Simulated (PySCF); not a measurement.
Species: C₃H₂ClNO.
SMILES: `c1c(Cl)onc1`

Method: EOM-IP-CCSD/aug-cc-pVDZ in PySCF, restricted Hartree–Fock reference, 10 core orbitals frozen, non-relativistic, gas phase, PBE0-D3(BJ)/def2-SVP geometry.

Hartree–Fock orbital energies give these Koopmans values (eV): HOMO 10.07, HOMO-1 12.08, HOMO-2 12.99, HOMO-3 14.10, HOMO-4 14.34, HOMO-5 16.07, HOMO-6 16.41, HOMO-7 17.51.

Question: What vertical ionisation energies does EOM-IP-CCSD give?

Answer: 
| leading hole (HF orbital) | Koopmans (eV) | EOM-IP-CCSD (eV) | change (eV) | one-hole share |
| --- | --- | --- | --- | --- |
| HOMO | 10.07 | 9.82 | -0.25 | 0.95 |
| HOMO-1 | 12.08 | 11.26 | -0.82 | 0.94 |
| HOMO-2 | 12.99 | 11.33 | -1.66 | 0.94 |
| HOMO-3 | 14.10 | 12.71 | -1.39 | 0.95 |
| HOMO-4 | 14.34 | 13.27 | -1.07 | 0.94 |
| HOMO-5 | 16.07 | 14.10 | -1.97 | 0.95 |
| HOMO-6 | 16.41 | 15.03 | -1.38 | 0.95 |
| HOMO-7 | 17.51 | 16.06 | -1.45 | 0.95 |

Question: Does the order of the lines follow the orbital energies?

Answer: Yes, no two lines change places. The corrections run from -1.97 to -0.25 eV, with a mean of -1.25 eV over the 8 lines; no line lies above its Koopmans value.

Question: At what kinetic energies would He I light (21.22 eV) eject these electrons?

Answer: 11.40 eV (HOMO), 9.96 eV (HOMO-1), 9.89 eV (HOMO-2), 8.51 eV (HOMO-3), 7.95 eV (HOMO-4), 7.12 eV (HOMO-5), 6.19 eV (HOMO-6), 5.16 eV (HOMO-7).

Lines less than 0.15 eV apart could change places at a higher level. One root was sought for each valence orbital with −ε under 21 eV, eight at most, so deeper holes and satellites are missing; no vibrational structure.

On one thread of an Arm Neoverse V1, on a shared host, this took 7.7 min wall.
